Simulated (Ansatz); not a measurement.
Isolated molecules relaxed with PBE0-D4/def2-TZVP in Ansatz; ΔE leaves out vibrations. CCSD(T)/CBS adds triple-zeta CCSD(T) − MP2 to the extrapolated MP2 energy (def2 sets, frozen cores). This one scheme is used for every species. Functionals use def2-TZVPP. B3LYP here is the variant with VWN-RPA as its local correlation; programs differ in this. One conformer a species, not always the lowest.

Reaction (substitution at a C–C bond): `CC(C)(C)S` + H–F → `CC(C)(F)S` + CH₄

`CC(C)(C)S`:

Z-matrix (Å, degrees):
```
C
C 1 1.522
H 1 1.095 2 110.0
H 1 1.091 2 111.0 3 120.1
H 1 1.093 2 111.2 3 -119.4
C 2 1.524 1 110.4 3 -62.0
C 2 1.522 1 110.7 3 60.5
S 2 1.836 1 110.1 3 -177.5
H 6 1.092 2 111.2 1 -179.2
H 6 1.092 2 111.2 1 -58.2
H 6 1.093 2 109.5 1 61.3
H 7 1.095 2 110.0 1 -60.5
H 7 1.091 2 111.0 1 179.3
H 7 1.093 2 111.2 1 58.9
H 8 1.343 2 96.7 1 -61.2
```

H–F:

```xyz
2

F     0.172    0.021   -0.426
H    -0.172   -0.021    0.426
```

`CC(C)(F)S`:

Cartesian coordinates in Å:
```
C -0.433 -0.122 1.255
C 0.261 -0.427 -0.050
C 0.684 0.805 -0.811
F 1.402 -1.162 0.238
S -0.725 -1.576 -1.097
H -1.363 0.421 1.076
H 0.217 0.498 1.879
H -0.664 -1.046 1.784
H -0.187 1.396 -1.097
H 1.225 0.522 -1.714
H 1.332 1.420 -0.181
H -1.750 -0.729 -1.282
```

CH₄:

```xyz
5

C     0.000    0.000    0.000
H    -0.140    0.434   -0.990
H     1.027    0.164    0.327
H    -0.202   -1.070   -0.040
H    -0.685    0.473    0.704
```

```tsv
level	ΔE (kcal/mol)	difference from CCSD(T)/CBS
PBE-D4	4.0	-4.0
r2SCAN-D4	2.7	-5.3
PBE0-D4	5.5	-2.5
B3LYP-D4	3.3	-4.7
ωB97X-V	3.7	-4.3
ωB97M-V	4.3	-3.7
B2PLYP	3.8	-4.2
PBE	2.4	-5.6
r2SCAN	2.3	-5.7
PBE0	4.1	-3.9
B3LYP	0.6	-7.4
HF/def2-TZVPP	0.8	-7.2
MP2/def2-TZVPP	10.6	2.6
SCS-MP2/def2-TZVPP	8.1	0.1
CCSD/def2-TZVPP	6.9	-1.1
CCSD(T)/def2-TZVPP	7.4	-0.6
HF/def2-QZVPP	0.9	-7.1
MP2/def2-QZVPP	11.0	3.0
SCS-MP2/def2-QZVPP	8.5	0.5
HF/CBS(def2)	0.9	-7.1
MP2/CBS(def2)	11.2	3.2
CCSD/CBS(def2)	7.5	-0.5
CCSD(T)/CBS	8.0	0
```

Largest T1 diagnostic among the species: 0.011.

In def2-TZVPP, CCSD(T) changes the Hartree–Fock value by +6.6 kcal/mol (the triples alone add +0.5 kcal/mol) and MP2 by +9.8 kcal/mol. The D4 term adds +2.7 kcal/mol with B3LYP and +1.5 kcal/mol with PBE0; it sums over pairs of atoms, weighted by their polarisabilities, and B3LYP, whose exchange is more repulsive, gets the larger term. From PBE to PBE0 (25 % exact exchange), in def2-TZVPP and without D4, ΔE moves by +1.7 kcal/mol.
